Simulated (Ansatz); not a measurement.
**Isomers**

Structures of AlSiH3O, singlet, relaxed at PBE0-D4/def2-TZVP (vibrations not checked; lower isomers may exist, and structures with a doubtful reference or unclear bonds are left out). Computed with Ansatz 0.2.0 (basis: def2-TZVPP); correlated methods freeze the cores. B3LYP uses VWN-RPA correlation.

(1) Rank them by CCSD(T) energy, lowest first, and give each one's height above the lowest. Links in brackets join atoms within 1.22 times the sum of their covalent radii (1.1 for two metals). (Judge from chemistry; the value comes from the calculation.)
A.
AlSiH₃O ([OH][SiH][AlH])
```
6
angstrom
O 0.4470 -2.4037 0.7768
Si -0.5819 -1.1728 0.3570
Al 0.2186 1.1047 -0.0177
H -1.1605 -1.7055 -0.9251
H 0.9194 -2.2899 1.6036
H -0.3743 2.3227 0.8572
```
B.
AlSiH₃O ([O]1[AlH][SiH2]1)
```
6
angstrom
O 0.8460 -1.0992 0.2376
Si -0.8411 -1.1218 0.1811
Al 0.6296 0.5391 -0.3059
H -1.4124 -2.1029 -0.7827
H 1.7048 1.6478 -0.6274
H -1.4987 -1.3583 1.4962
```
C.
AlSiH₃O ([O][SiH][AlH2])
```
6
angstrom
O 0.4737 -2.0165 0.9416
Si -0.3504 -1.1896 -0.0461
Al 0.2721 1.1921 -0.0292
H -1.4083 -1.8278 -0.9024
H 1.4468 1.6825 -0.9702
H -0.4338 2.1593 1.0063
```

(2) Do PBE-D4, r2SCAN-D4, PBE0-D4, B3LYP-D4, wB97M-V, HF, MP2 give the same order? (A judgement: the text doesn't fix the answer.)

No T1 diagnostic of these runs exceeds 0.022. The restricted Hartree–Fock reference is unstable towards an unrestricted one at one or more of these structures.

For scale, one of the runs: CCSD(T)/def2-TZVPP, 157 basis functions (an equivalent command: `ansatz run in.yaml --threads 2`). Time: 15 s of wall clock on 2 CPU threads; the host was shared. Peak host memory: 0.99 GiB.

## Answers

(1) The calculation gives: B (0.00 kcal/mol), C (29.57 kcal/mol), A (34.29 kcal/mol). Heights count from the lowest.

(2) By the calculation: All do.
